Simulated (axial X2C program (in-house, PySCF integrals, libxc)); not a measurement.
## Bond lengths and stretching modes, held linear, of NPO⁺

Computed with an in-house all-electron X2C program for linear molecules (integrals from PySCF): two-component X2C with atomic mean-field Coulomb and Gaunt terms, Gaussian nuclei, basis N dyall-av3z, P dyall-v3z, O dyall-av3z with contracted cores. Spin-free rows use the one-electron spin-free X2C Hamiltonian.

Masses N 14.003, P 30.974, O 15.995 u. States: 2c Ω = 3/2 (beyond evenly filled blocks: ω = 3/2); spin-free M_S = 1/2, Λ = 1 (beyond evenly filled blocks: π+α, π+β, π-α).

PBE0, 2c: energies above the lowest point

```tsv
r(N–P) (Å)	r(P–O) (Å)	E (meV)
1.5347	1.4137	80.51
1.5347	1.4500	33.76
1.5347	1.4862	75.16
1.5740	1.4137	42.83
1.5740	1.4500	0.00
1.5740	1.4862	46.34
1.5740	1.5225	161.42
1.6133	1.4137	67.71
1.6133	1.4500	28.12
1.6133	1.4862	78.49
1.6527	1.4500	103.97
1.6527	1.5225	281.96
```

Task: Fit a quadratic surface with cubic terms in each bond: where is the minimum, and what are the two stretching wavenumbers?

Result: At PBE0, 2c: bonds 1.574 and 1.448 Å; harmonic stretches 962.4 and 1386.2 cm⁻¹; force constants 6.41, 11 and coupling 0.46 mdyn/Å.

The other levels and Hamiltonians give:

```tsv
Hamiltonian	level	r(N–P) (Å)	r(P–O) (Å)	lower stretch (cm⁻¹)	upper stretch (cm⁻¹)
2c	LDA	1.575	1.467	951.8	1306.1
spin-free	PBE0	1.574	1.448	962.6	1386.0
spin-free	LDA	1.574	1.467	951.9	1306.2
```

Each state is one determinant, the lowest of a limited PBE0 search; the stretches come from a fit to these few points and carry an uncertainty of a few per cent. Other orders of the atoms were not compared. Left out for rough or failed fits: HF 2c, MP2 2c, HF spin-free, MP2 spin-free. The molecule was held linear; bending was not examined, so a bent shape may lie lower. Note: functional without a current term on a determinant with orbital currents, of the molecule or an atom.
